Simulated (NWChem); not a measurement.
# CH7AlSi (SMILES [CH3][AlH][SiH3]) at HF/3-21G, part 2 of 2

NWChem 7.3.0. The steps go on from the part before.

## Step 3: The doublet cation: a structure relaxation at UHF/3-21G

mymol.nw

```
start mymol
title "CH7AlSi hf"
memory total 2200 mb
charge 1

geometry noautosym
  C     -1.428400     0.967200    -0.792400
  Al     0.409100     0.309500    -0.720900
  Si     1.161700    -1.107300     1.145400
  H     -1.909200     0.659300    -1.727500
  H     -2.050600     0.624100     0.036600
  H     -1.438000     2.063000    -0.790400
  H      1.416900     0.709200    -1.887700
  H      0.334900    -2.347600     1.241000
  H      1.000200    -0.395000     2.448500
  H      2.586600    -1.533600     1.050400
end

basis "ao basis" spherical bse
  C library 3-21G
  Al library 3-21G
  Si library 3-21G
  H library 3-21G
end

scf
  doublet
  uhf
  thresh 1e-07
  maxiter 80
  print low
end

driver
  maxiter 60
end

freq
  temp 2 298.15 573.15
end

task scf optimize
task scf frequencies
```

Run with:

```
$ nwchem mymol.nw > mymol.out
```

Output:

```text
Northwest Computational Chemistry Package (NWChem) 7.3.0
             --------------------------------------------------------

           Job information
           ---------------

    nwchem branch   = 7.3.0
    use scalapack   = T
    input           = mymol.nw
    prefix          = mymol.
    data base       = ./mymol.db
    status          = startup
    nproc           =        1

           Memory information
           ------------------

    heap     =     72089596 doubles =      550.0 Mbytes
    stack    =     72089601 doubles =      550.0 Mbytes
    global   =    144179200 doubles =     1100.0 Mbytes (distinct from heap & stack)
    total    =    288358397 doubles =     2200.0 Mbytes
    verify   = yes
    hardfail = no

           Directory information
           ---------------------

  0 permanent = .
  0 scratch   = .

                                NWChem Input Module
                                -------------------

                                    CH7AlSi hf
                                    ----------

 Scaling coordinates for geometry "geometry" by  1.889725989
 (inverse scale =  0.529177249)

          ------
          auto-z
          ------
  no constraints, skipping    0.0000000000000000
  no constraints, skipping    0.0000000000000000

                             Geometry "geometry" -> ""
                             -------------------------

 Output coordinates in angstroms (scale by  1.889725989 to convert to a.u.)

  No.       Tag          Charge          X              Y              Z
 ---- ---------------- ---------- -------------- -------------- --------------
    1 C                    6.0000    -1.75221250     1.11460250    -0.84941000
    2 Al                  13.0000     0.08528750     0.45690250    -0.77791000
    3 Si                  14.0000     0.83788750    -0.95989750     1.08839000
[... 6 lines of this table left out ...]
   10 H                    1.0000     2.26278750    -1.38619750     0.99339000

      Atomic Mass
      -----------

      C                 12.000000
      Al                26.981540
      Si                27.976930
      H                  1.007825

 Effective nuclear repulsion energy (a.u.)     127.8156875100

            Nuclear Dipole moment (a.u.)
            ----------------------------
        X                 Y               Z
 ---------------- ---------------- ----------------
    -0.0000000000     0.0000000000    -0.0000000000

                                Z-matrix (autoz)
                                --------

 Units are Angstrom for bonds and degrees for angles

      Type          Name      I     J     K     L     M      Value
      ----------- --------  ----- ----- ----- ----- ----- ----------
    1 Stretch                  1     2                       1.95297
    2 Stretch                  1     4                       1.09562
    3 Stretch                  1     5                       1.09183
    4 Stretch                  1     6                       1.09584
    5 Stretch                  2     3                       2.46106
    6 Stretch                  2     7                       1.59275
    7 Stretch                  3     8                       1.49368
    8 Stretch                  3     9                       1.49383
    9 Stretch                  3    10                       1.49033
   10 Bend                     1     2     3               120.62121
   11 Bend                     1     2     7               118.94698
   12 Bend                     2     1     4               110.45658
   13 Bend                     2     1     5               113.73772
   14 Bend                     2     1     6               110.17761
   15 Bend                     2     3     8               110.93412
   16 Bend                     2     3     9               110.72882
   17 Bend                     2     3    10               114.12377
   18 Bend                     3     2     7               120.43137
   19 Bend                     4     1     5               108.03769
   20 Bend                     4     1     6               106.18443
   21 Bend                     5     1     6               107.92987
   22 Bend                     8     3     9               106.27616
   23 Bend                     8     3    10               107.20481
   24 Bend                     9     3    10               107.17935
   25 Torsion                  1     2     3     8          58.42865
   26 Torsion                  1     2     3     9         -59.32144
   27 Torsion                  1     2     3    10         179.64755
   28 Torsion                  3     2     1     4        -123.21111
   29 Torsion                  3     2     1     5          -1.53847
   30 Torsion                  3     2     1     6         119.78688
   31 Torsion                  4     1     2     7          57.02820
   32 Torsion                  5     1     2     7         178.70084
   33 Torsion                  6     1     2     7         -59.97380
   34 Torsion                  7     2     3     8        -121.81422
   35 Torsion                  7     2     3     9         120.43569
   36 Torsion                  7     2     3    10          -0.59533

            XYZ format geometry
            -------------------
    10
 geometry
 C                    -1.75221250     1.11460250    -0.84941000
 Al                    0.08528750     0.45690250    -0.77791000
 Si                    0.83788750    -0.95989750     1.08839000
[... 6 lines of this table left out ...]
 H                     2.26278750    -1.38619750     0.99339000

[... 152 lines left out ...]
      One electron energy =  -1034.976753530011
[... 73 lines left out ...]
         Total SCF energy =   -569.371837821757
[... 49 lines left out ...]
            Nuclear Dipole moment (a.u.)
[... 56 lines left out ...]
@    1    -569.38663728 -3.2D-02  0.02033  0.00514  0.24195  0.59015     22.4
[... 58 lines left out ...]
     step= 1.00 grad=-5.8D-03 hess= 1.2D-03 energy=   -569.391187 mode=downhill
[... 69 lines left out ...]
      Two electron energy =    334.456549255999
[... 73 lines left out ...]
      Two electron energy =    333.950200196125
[... 77 lines left out ...]
         Total SCF energy =   -569.396794340701
[... 73 lines left out ...]
         Total SCF energy =   -569.397894641513
[... 49 lines left out ...]
            Nuclear Dipole moment (a.u.)
[... 56 lines left out ...]
@    4    -569.39827191 -1.5D-03  0.00449  0.00113  0.03704  0.11771     54.1
[... 58 lines left out ...]
     step= 1.00 grad=-3.4D-04 hess= 6.0D-05 energy=   -569.398553 mode=downhill
[... 69 lines left out ...]
      Two electron energy =    330.434798872272
[... 73 lines left out ...]
      Two electron energy =    330.063527706619
[... 77 lines left out ...]
         Total SCF energy =   -569.398977739147
[... 73 lines left out ...]
         Total SCF energy =   -569.399032763140
[... 49 lines left out ...]
            Nuclear Dipole moment (a.u.)
[... 56 lines left out ...]
@    7    -569.39905437 -7.7D-05  0.00090  0.00026  0.02143  0.03557     76.1
[... 59 lines left out ...]
     step= 1.00 grad=-2.0D-05 hess= 5.5D-06 energy=   -569.399069 mode=downhill
[... 69 lines left out ...]
      Two electron energy =    329.238499371561
[... 74 lines left out ...]
      Two electron energy =    329.202970087884
[... 77 lines left out ...]
         Total SCF energy =   -569.399078225350
[... 74 lines left out ...]
         Total SCF energy =   -569.399080841173
[... 49 lines left out ...]
            Nuclear Dipole moment (a.u.)
[... 56 lines left out ...]
@   10    -569.39908241 -4.2D-06  0.00019  0.00005  0.00735  0.02213    100.2
[... 54 lines left out ...]
     step= 1.00 grad=-5.7D-07 hess= 1.1D-07 energy=   -569.399083 mode=downhill
[... 69 lines left out ...]
      Two electron energy =    329.153826150104
[... 70 lines left out ...]
      Two electron energy =    329.139461219219
[... 77 lines left out ...]
         Total SCF energy =   -569.399083565935
[... 69 lines left out ...]
         Total SCF energy =   -569.399083716862
[... 45 lines left out ...]
            Nuclear Dipole moment (a.u.)
[... 56 lines left out ...]
@   13    -569.39908384 -2.7D-07  0.00006  0.00002  0.00210  0.00440    123.3
[... 54 lines left out ...]
     step= 1.00 grad=-6.1D-08 hess= 1.6D-08 energy=   -569.399084 mode=accept
[... 92 lines left out ...]
      Optimization converged
[... 134 lines left out ...]
      One electron energy =  -1017.120553759422
[... 55 lines left out ...]
 Derivative Dipole
[... 6 lines left out ...]
 d_dipole_x/<atom=   2,y> =    -0.1018     [   -0.4889]
[... 5 lines left out ...]
 d_dipole_x/<atom=   4,y> =     0.0253     [    0.1216]
[... 5 lines left out ...]
 d_dipole_x/<atom=   6,y> =    -0.0062     [   -0.0299]
[... 5 lines left out ...]
 d_dipole_x/<atom=   8,y> =     0.0468     [    0.2248]
[... 5 lines left out ...]
 d_dipole_x/<atom=  10,y> =     0.0354     [    0.1702]
[... 6 lines left out ...]
 d_dipole_y/<atom=   2,x> =    -0.0906     [   -0.4350]
[... 5 lines left out ...]
 d_dipole_y/<atom=   4,x> =     0.0093     [    0.0447]
[... 5 lines left out ...]
 d_dipole_y/<atom=   6,x> =     0.1174     [    0.5637]
[... 5 lines left out ...]
 d_dipole_y/<atom=   8,x> =     0.0436     [    0.2096]
[... 5 lines left out ...]
 d_dipole_y/<atom=  10,x> =     0.0220     [    0.1055]
[... 6 lines left out ...]
 d_dipole_z/<atom=   1,z> =    -0.6355     [   -3.0525]
[... 5 lines left out ...]
 d_dipole_z/<atom=   3,z> =     0.7972     [    3.8291]
[... 5 lines left out ...]
 d_dipole_z/<atom=   5,z> =     0.0351     [    0.1686]
[... 5 lines left out ...]
 d_dipole_z/<atom=   7,z> =    -0.4216     [   -2.0252]
[... 5 lines left out ...]
 d_dipole_z/<atom=   9,z> =    -0.2515     [   -1.2078]
[... 129 lines left out ...]
          MASS-WEIGHTED PROJECTED HESSIAN (Hartree/Bohr/Bohr/Kamu)
[... 70 lines left out ...]
   - Translational                =   42.049 cal/mol-K (mol. weight =  74.0132)
[... 23 lines left out ...]
 P.Frequency        0.00       10.48       83.96      144.93      261.55      302.98

           1    -0.00478    -0.01741    -0.05220    -0.01411     0.00364    -0.02050
[... 28 lines of this table left out ...]
          30     0.03289    -0.26807    -0.10517     0.13559     0.09594     0.62516

                   13          14          15          16          17          18

 P.Frequency      418.10      482.81      677.23      736.03      850.87      872.81

           1    -0.00461     0.01414    -0.20361    -0.02414    -0.03205     0.01108
[... 28 lines of this table left out ...]
          30     0.01788    -0.12228    -0.05762     0.43809     0.02493     0.06649

                   19          20          21          22          23          24

 P.Frequency      951.52      952.65     1452.29     1595.91     1603.57     2107.40

           1     0.00191     0.00266     0.10616    -0.00594     0.01700     0.00444
[... 28 lines of this table left out ...]
          30     0.39803     0.13439     0.00148     0.00358     0.00099     0.00286

                   25          26          27          28          29          30

 P.Frequency     2338.89     2384.29     2395.20     3172.13     3241.32     3271.21

           1     0.00002    -0.00006     0.00003     0.04277     0.02371    -0.01021
[... 28 lines of this table left out ...]
          30    -0.11921     0.00736    -0.18803    -0.00014    -0.00003     0.00029

 ----------------------------------------------------------------------------
 Normal Eigenvalue ||    Projected Derivative Dipole Moments (debye/angs)
  Mode   [cm**-1]  ||      [d/dqX]             [d/dqY]           [d/dqZ]
 ------ ---------- || ------------------ ------------------ -----------------
    1      -57.957 ||      -0.004              -0.011            -0.006
    2       -0.000 ||      -0.028               0.220             0.039
    3       -0.000 ||      -0.056               0.468             0.028
[... 26 lines of this table left out ...]
   30     3271.209 ||      -0.051               0.096            -0.117
 ----------------------------------------------------------------------------

 ----------------------------------------------------------------------------
 Normal Eigenvalue ||           Projected Infra Red Intensities
  Mode   [cm**-1]  || [atomic units] [(debye/angs)**2] [(KM/mol)] [arbitrary]
 ------ ---------- || -------------- ----------------- ---------- -----------
    1      -57.957 ||    0.000007           0.000         0.007       0.002
    2       -0.000 ||    0.002195           0.051         2.140       0.501
    3       -0.000 ||    0.009658           0.223         9.415       2.205
[... 26 lines of this table left out ...]
   30     3271.209 ||    0.001101           0.025         1.073       0.251
 ----------------------------------------------------------------------------

 ===============================================================================
      Negative Nuclear Hessian Mode    1  Eigenvalue =    -57.96 cm**(-1)
 -------------------------------------------------------------------------------
   Raw step length:  0.518 angstroms ;  The Raw step for this mode is:
    1 C                    6.0000    -0.00230147    -0.00615082    -0.00430776
    2 Al                  13.0000     0.00401789     0.01225234     0.00793538
    3 Si                  14.0000    -0.00244701    -0.00797000    -0.00494447
[... 6 lines of this table left out ...]
   10 H                    1.0000    -0.00995057    -0.03038827    -0.01835740

  Geometry after  100.0% step for mode  1; Step length =  0.518 angstroms
   Maximum component (any atom: x,y, or z) displacement:  0.568
    1 C                    6.0000    -1.80419435     1.12219089    -0.84583239
    2 Al                  13.0000     0.08759636     0.69267469    -1.12701845
    3 Si                  14.0000     0.86571917    -1.09671786     1.27694919
[... 6 lines of this table left out ...]
   10 H                    1.0000     2.26423151    -1.39299584     0.93557275

  Geometry after -100.0% step for mode  1; Step length =  0.518 angstroms
   Maximum component (any atom: x,y, or z) displacement:  0.568
    1 C                    6.0000    -1.79959142     1.13449254    -0.83721688
    2 Al                  13.0000     0.07956058     0.66817001    -1.14288920
    3 Si                  14.0000     0.87061319    -1.08077786     1.28683813
[... 6 lines of this table left out ...]
   10 H                    1.0000     2.28413264    -1.33221930     0.97228756

  Geometry after   50.0% step for mode  1; Step length =  0.259 angstroms
   Maximum component (any atom: x,y, or z) displacement:  0.284
    1 C                    6.0000    -1.80304362     1.12526630    -0.84367851
    2 Al                  13.0000     0.08558742     0.68654852    -1.13098613
    3 Si                  14.0000     0.86694267    -1.09273286     1.27942143
[... 6 lines of this table left out ...]
   10 H                    1.0000     2.26920679    -1.37780171     0.94475146

  Geometry after  -50.0% step for mode  1; Step length =  0.259 angstroms
   Maximum component (any atom: x,y, or z) displacement:  0.284
    1 C                    6.0000    -1.80074215     1.13141713    -0.83937075
    2 Al                  13.0000     0.08156953     0.67429618    -1.13892151
    3 Si                  14.0000     0.86938968    -1.08476286     1.28436590
[... 6 lines of this table left out ...]
   10 H                    1.0000     2.27915736    -1.34741343     0.96310886

  Geometry after   35.2% step for mode  1; Step length =  0.182 angstroms
   Maximum component (any atom: x,y, or z) displacement:  0.200
    1 C                    6.0000    -1.80270260     1.12617769    -0.84304021
    2 Al                  13.0000     0.08499207     0.68473305    -1.13216195
    3 Si                  14.0000     0.86730525    -1.09155191     1.28015407
[... 6 lines of this table left out ...]
   10 H                    1.0000     2.27068120    -1.37329897     0.94747154

  Geometry after  -35.2% step for mode  1; Step length =  0.182 angstroms
   Maximum component (any atom: x,y, or z) displacement:  0.200
    1 C                    6.0000    -1.80108317     1.13050574    -0.84000905
    2 Al                  13.0000     0.08216487     0.67611165    -1.13774570
    3 Si                  14.0000     0.86902710    -1.08594380     1.28363326
[... 6 lines of this table left out ...]
   10 H                    1.0000     2.27768295    -1.35191617     0.96038878

  Geometry after   17.6% step for mode  1; Step length =  0.091 angstroms
   Maximum component (any atom: x,y, or z) displacement:  0.100
    1 C                    6.0000    -1.80229774     1.12725971    -0.84228242
    2 Al                  13.0000     0.08428527     0.68257770    -1.13355788
    3 Si                  14.0000     0.86773572    -1.09014989     1.28102386
[... 6 lines of this table left out ...]
   10 H                    1.0000     2.27243164    -1.36795327     0.95070085

  Geometry after  -17.6% step for mode  1; Step length =  0.091 angstroms
   Maximum component (any atom: x,y, or z) displacement:  0.100
    1 C                    6.0000    -1.80148803     1.12942373    -0.84076684
    2 Al                  13.0000     0.08287167     0.67826700    -1.13634976
    3 Si                  14.0000     0.86859664    -1.08734583     1.28276346
[... 6 lines of this table left out ...]
   10 H                    1.0000     2.27593251    -1.35726187     0.95715947

 vib:animation  F

 Task  times  cpu:       24.7s     wall:       24.7s
 Total times  cpu:      152.4s     wall:      152.4s
```

Wall time 2.6 min (1 thread of Intel Xeon Platinum 8175M at 2.50GHz (Skylake/Cascade Lake), shared host); peak memory 0.12 GiB.

Step by step:

| step | energy from the first frame kept (eV) |
| --- | --- |
| 0 | 0.0000 |
| 1 | -0.8763 |
| 2 | -1.0625 |
| 3 | -1.1527 |
| 4 | -1.1929 |
| 5 | -1.2066 |
| 6 | -1.2121 |
| 7 | -1.2142 |
| 8 | -1.2147 |
| 9 | -1.2148 |
| 10 | -1.2149 |
| 11 | -1.2150 |
| 12 | -1.2150 |
| 13 | -1.2150 |
| 14 | -1.2150 |

After the run. Bond lengths: C1–Al2 1.960 Å, C1–H4 1.088 Å, C1–H5 1.084 Å, C1–H6 1.088 Å, Al2–H7 1.568 Å, Si3–H8 1.472 Å, Si3–H9 1.472 Å, Si3–H10 1.470 Å. Angles: C1–Al2–H7 156.6°, Al2–C1–H4 110.1°, Al2–C1–H5 112.4°, Al2–C1–H6 110.1°, H4–C1–H5 108.2°, H4–C1–H6 107.7°, H5–C1–H6 108.2°, H8–Si3–H9 117.2°, H8–Si3–H10 117.9°, H9–Si3–H10 117.9°.

## Step 4: Outcome

The summary covers parts 1 to 2.

At HF/3-21G:

| quantity | value |
| --- | --- |
| run 1, HF/3-21G: total energy at the end | -569.68753 Eh |
| run 1, HF/3-21G: lowest harmonic wavenumber | 30i cm⁻¹ (imaginary) |
| run 1, HF/3-21G: highest harmonic wavenumber | 3248 cm⁻¹ |
| doublet cation: total energy at the end | -569.39908 Eh |
| doublet cation: ⟨S²⟩ | 0.754 |
| doublet cation: lowest harmonic wavenumber | 58i cm⁻¹ (imaginary) |
| doublet cation: highest harmonic wavenumber | 3271 cm⁻¹ |
| adiabatic ionisation energy (to the doublet cation, no zero-point term) | 7.849 eV |

The adiabatic ionisation energy (to the doublet cation, no zero-point term) is 7.85 eV (181 kcal/mol). The second species lost a bond as it relaxed, so this leads to another structure. 1 mode (run 1, HF/3-21G) is imaginary (lowest 30i cm⁻¹); so small a value may be numerical noise or a very soft motion. The optimisation (run 1, HF/3-21G) took 8 steps and changed the energy by -0.020 eV. 1 mode (doublet cation) is imaginary (lowest 58i cm⁻¹): a first-order saddle point. The optimisation (doublet cation) took 15 steps and changed the energy by -1.215 eV.
